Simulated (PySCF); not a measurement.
Static polarisabilities and like-pair C6 coefficients by linear response at PBE0/aug-cc-pVTZ (PySCF, frozen core in the response, non-relativistic, gas phase), PBE0-D3(BJ)/def2-TZVP geometries, one conformer each; atomic units unless stated.

```tsv
label	species	α	C6
P	`CC=C=O`	40.8	689.5
Q	`FC(Cl)(Cl)Cl`	56.7	1404
R	`C#CCO`	41.7	704.6
S	`O=C1CC1`	38.4	643.2
```

**Question.** Estimate the unlike-pair coefficients by the rule C6(AB) = 2·C6(AA)·C6(BB) / [C6(AA)·αB/αA + C6(BB)·αA/αB], and compare with the geometric mean.

**Answer.** 
| pair | combination rule | geometric mean | ratio |
| --- | --- | --- | --- |
| PQ | 983.4 | 983.7 | 1.000 |
| PR | 697 | 697 | 1.000 |
| PS | 665.7 | 666 | 1.000 |
| QR | 993.8 | 994.4 | 0.999 |
| QS | 950.1 | 950.1 | 1.000 |
| RS | 672.8 | 673.2 | 0.999 |

The rule is exact for one-pole polarisabilities and never exceeds the geometric mean; the two meet where both partners have the same effective excitation energy. These unlike-pair values are estimates, not computed integrals.
